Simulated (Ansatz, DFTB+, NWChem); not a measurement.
# Ligand exchange: 2 H2O → H2O2 + H2

Species: H2O (water) `O`, singlet; H2O2 (hydrogen peroxide) `OO`, singlet; H2 (hydrogen), singlet. The partners trade H for OH: O–H and H–OH bonds give way to O–OH and H–H.

Shapes, held fixed at every level: PBE0-D4/def2-TZVP. Flexible molecules stand in one conformer, not always the lowest. Programs: Ansatz 0.2.0, DFTB+ 25.1, NWChem 7.3.0. The zero-point and thermal change to 298 K, harmonic and unscaled (PBE0-D4/def2-TZVP), is -16.0 kJ/mol.

Problem. Estimate ΔH(298 K) of this reaction.

Solution. The highest level, CCSD(T)/CBS estimate, gives ΔH(298 K) = +353.6 kJ/mol; the levels span +271.4 to +459.8. DFTB2 strays far from the other rows. The column of differences is taken from that level and isn't an error. No measured value is set beside it here. The CBS estimate extrapolates MP2 from def2-TZVPP and def2-QZVPP and adds CCSD(T) − MP2 in the triple-zeta set, cores frozen; for H2 it overshoots the exact energy by about 1 mEh.

| level | kind | ΔH(298 K) (kJ/mol) | less CCSD(T)/CBS estimate |
| --- | --- | --- | --- |
| DFTB2 | semi-empirical | +459.8 | +106.2 |
| HF/def2-TZVPP | Hartree–Fock | +367.5 | +13.9 |
| PBE-D4/def2-TZVPP | GGA | +317.9 | -35.7 |
| r2SCAN-D4/def2-TZVPP | meta-GGA | +330.8 | -22.8 |
| B3LYP/6-31G* (Cartesian functions) | global hybrid | +271.4 | -82.2 |
| B3LYP-D4/def2-TZVPP | global hybrid | +330.1 | -23.5 |
| CCSD(T)/def2-SVP | coupled cluster or CI | +320.7 | -32.9 |
| CCSD/def2-TZVPP | coupled cluster or CI | +350.4 | -3.2 |
| CCSD(T)/CBS estimate | coupled cluster or CI | +353.6 | 0.0 |
